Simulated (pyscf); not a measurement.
Optimised with ωB97X-D3(BJ)/def2-SVP in PySCF.

Question: Estimate by transition-state theory the rate constant of HS–In(Cl)–Cl + H₂ -> Cl–InH–Cl + H₂S (singlet surface; In–S, H–H broken, H–In, H–S formed) at 900 K, with ωB97M-D3(BJ)/def2-TZVP energies (ideal gas, 1 atm, RRHO with modes under 100 cm⁻¹ raised to 100, one conformer, R ln 2 for rigid chiral ones; no tunnelling).

Answer: The electronic barrier is 32.2 kcal/mol and the thermal terms add +27.8, so ΔG‡ = 60.1 kcal/mol. With k_BT/h = 1.88e+13 s⁻¹ and RT = 1.788 kcal/mol, and a volume of 1.23e-19 cm³ per molecule at 1 atm, k = 6.0e-21 cm³ molecule⁻¹ s⁻¹. Wigner's tunnelling factor for 1477i cm⁻¹ would be 1.23. A shift of 1 kcal/mol in the barrier changes k by a factor 1.7. On the product side the descent ends in an adduct with a In–S contact, 18.4 kcal/mol under the separated species and 32.3 kcal/mol under the saddle at ωB97X-D3(BJ)/def2-TZVP. What is counted as broken (In–S) persists as a longer contact in the product adduct; parting that adduct is a step of its own. One saddle was located; it need not be the lowest between these sides. Elements past Kr carry the def2 core potentials, without spin-orbit coupling.
